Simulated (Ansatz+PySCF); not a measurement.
Values are calculated unless marked as measured or tabulated.
# Several solutions for doublet NO

```xyz
2

N     0.0000    0.0000   -1.8278
O     0.0000    0.0000    1.5994
```

Basis set: STO-3G (spherical functions). Charge 0, multiplicity 2.

CASSCF(11,8) was run from several starts with Ansatz (development build ahead of 0.2.0) and PySCF 2.14.0. The starts are those of the Hartree–Fock orbitals from which the active space was taken at the frontier.

```json
{"run": "A", "program": "Ansatz", "start": "atomic start, no search", "converged": "yes", "energy (hartree)": "-127.52320", "<S²>": "0.75"}
{"run": "B", "program": "PySCF", "start": "program defaults", "converged": "no", "energy (hartree)": "–", "<S²>": "–"}
{"run": "C", "program": "Ansatz", "start": "stability test followed", "converged": "yes", "energy (hartree)": "-127.52320", "<S²>": "0.75"}
{"run": "D", "program": "Ansatz", "start": "search for the lowest state", "converged": "yes", "energy (hartree)": "-127.52320", "<S²>": "0.75"}
```

Which runs reached the lowest solution of this kind, and what is wrong with the others?

A, C, D reached the lowest solution found. Not converged: B.
